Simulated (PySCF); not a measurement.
## Potential energy of PN along the bond

Set-up: P def2-TZVP, N def2-TZVP; no relativity (PySCF 2.14). Energies in eV from P + N in their ground configurations at the same level. State: ¹Σ⁺ (singlet), closed shell.

All columns are PBE0. A positive dipole means P(−)N(+).

```csv
R (Å),E (eV),μ (D),Mulliken charge on P (basis-dependent),HOMO (eV),LUMO (eV),Mayer bond order,⟨S²⟩
1.275,-3.726,-2.94,0.09,-8.86,-1.50,2.97,0.00
1.335,-4.973,-2.92,0.15,-9.01,-1.73,2.95,0.00
1.394,-5.665,-2.89,0.20,-9.13,-1.96,2.93,0.00
1.438,-5.910,-2.86,0.23,-9.20,-2.14,2.91,0.00
1.483,-5.975,-2.84,0.26,-9.25,-2.32,2.90,0.00
1.528,-5.899,-2.82,0.27,-9.29,-2.50,2.89,0.00
1.587,-5.632,-2.79,0.28,-9.12,-2.74,2.89,0.00
1.661,-5.112,-2.76,0.28,-8.89,-3.02,2.89,0.00
1.750,-4.321,-2.73,0.27,-8.63,-3.34,2.91,0.00
1.869,-3.514,-2.12,0.21,-8.27,-3.19,1.95,1.00
```

A fit through these points gives, at Re = 1.479 Å, μ = -2.84 D and dμ/dR = 0.483 D/Å; the reduced mass is 9.643 u.

How strong is the fundamental in the double-harmonic approximation, I = 42.26·(dμ/dR)²/μred km/mol?

I = 42.26·(0.483)²/9.643 = 1.02 km/mol at PBE0.

The closed-shell solution turns unstable on stretching: from about 1.87 Å a spin-polarised solution lies lower.

⟨S²⟩ of the unrestricted solution departs from its pure value on part of the curve, where spin states mix.
